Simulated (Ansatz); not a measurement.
Write a Python script for Ansatz's Python interface that makes a composite energy at a relaxed geometry of CH5NSi, SMILES N=C[SiH3]. Use (for the species named): r2SCAN, def2-SVP basis, multiplicity 1.

```yaml
atoms:
  - { symbol: N, position_ang: [-1.5564, 0.1819, -0.6952] }
  - { symbol: C, position_ang: [-0.3276, 0.3672, -0.6234] }
  - { symbol: Si, position_ang: [0.6326, -0.4215, 0.7423] }
  - { symbol: H, position_ang: [-1.8919, 0.7438, -1.5289] }
  - { symbol: H, position_ang: [0.2377, 0.9591, -1.3786] }
  - { symbol: H, position_ang: [0.2573, 0.0868, 2.0985] }
  - { symbol: H, position_ang: [2.1330, -0.0831, 0.5986] }
  - { symbol: H, position_ang: [0.6075, -1.8913, 0.7309] }
```

`ch5nsi.py`:
```python
"""A composite energy for CH5NSi: DFT geometry, MP2 basis limit, coupled-cluster correction."""

import itertools

import ansatz
from ase.data import atomic_numbers, covalent_radii
import numpy as np

BASIS = "def2-SVP"
FUNCTIONAL = "r2scan"

GEOMETRY = """
N    -1.55640    0.18190   -0.69520
C    -0.32760    0.36720   -0.62340
Si    0.63260   -0.42150    0.74230
H    -1.89190    0.74380   -1.52890
H     0.23770    0.95910   -1.37860
H     0.25730    0.08680    2.09850
H     2.13300   -0.08310    0.59860
H     0.60750   -1.89130    0.73090
"""

ch5nsi = ansatz.Crystal.molecule()
for line in GEOMETRY.strip().splitlines():
    symbol, *xyz = line.split()
    ch5nsi = ch5nsi.atom(symbol, [float(v) for v in xyz])

base = ch5nsi.calculation()
base = base.basis(gaussian=BASIS).functional(FUNCTIONAL)
symbols = [site.symbol for site in ch5nsi.cartesian_sites]
start = np.array([site.position_ang for site in ch5nsi.cartesian_sites], dtype=float)
r = base.relax(force_tolerance=0.01).run().report
end = np.array(r["positions_ang"])
# pairs closer than 1.2 times the sum of covalent radii, before or after
radius = [covalent_radii[atomic_numbers[s]] for s in symbols]
span = lambda where, i, j: np.linalg.norm(where[i] - where[j])
bonded = [(i, j) for i, j in itertools.combinations(range(len(symbols)), 2) if min(span(start, i, j), span(end, i, j)) < 1.2 * (radius[i] + radius[j])]
print("pair        before    after (A)")
for i, j in bonded:
    print(f"{symbols[i]}{i}-{symbols[j]}{j}".ljust(10), f"{span(start, i, j):8.4f} {span(end, i, j):8.4f}")

minimum = ansatz.Crystal.molecule()
for symbol, place in zip(symbols, end):
    minimum = minimum.atom(symbol, place.tolist())
at_minimum = minimum.calculation()
# MP2 extrapolated to the basis limit, plus the small-basis difference CCSD(T) - MP2
level = lambda method, basis: at_minimum.basis(gaussian=basis).correlation(method).run().report
small, large, cluster = level("mp2", "cc-pVDZ"), level("mp2", "cc-pVTZ"), level("ccsd_t", "cc-pVDZ")
corr = lambda each: (each["free_energy_ev"] - each["reference_energy_ev"]) / 27.211386246
mp2_limit = (27 * corr(large) - 8 * corr(small)) / 19
pieces = {"HF / cc-pVTZ": large["reference_energy_ev"] / 27.211386246, "MP2 correlation, DZ-TZ limit": mp2_limit, "CCSD(T) - MP2 / cc-pVDZ": corr(cluster) - corr(small)}
for name, value in pieces.items():
    print(f"{name:32s} {value:14.6f} Ha")
print(f"{'sum':32s} {sum(pieces.values()):14.6f} Ha")
print("T1 diagnostic", round(cluster["correlation"]["coupled_cluster"]["t1_diagnostic"], 4))
```

```console
$ python ch5nsi.py
pair        before    after (A)
N0-C1        1.2448   1.2788
N0-H3        1.0599   1.0309
C1-Si2       1.8464   1.8978
C1-H4        1.1137   1.1158
Si2-H5       1.4962   1.4958
Si2-H6       1.5448   1.4959
Si2-H7       1.4701   1.4880
HF / cc-pVTZ                        -384.171726 Ha
MP2 correlation, DZ-TZ limit          -0.531512 Ha
CCSD(T) - MP2 / cc-pVDZ               -0.057022 Ha
sum                                 -384.760261 Ha
T1 diagnostic 0.0122
```

Reading the output:
- Total energies depend on the basis set; only differences at equal settings carry meaning.
- The sum leaves out core correlation, relativity, the Hartree-Fock basis error and zero-point energy; a DZ-TZ extrapolation is rough.
- Inner cores stay frozen, so this is valence correlation.
- For Al to Cl the sets with a tight d function, cc-pV(X+d)Z, are usual.
- An extrapolation from small basis sets is rough.
- Timing: 42 s on 1 thread of Intel(R) Xeon(R) 6975P-C (Granite Rapids) (shared host), peak memory 0.33 GiB.

(A comment or docstring line of the script was reworded after the run, the code is as it ran.)
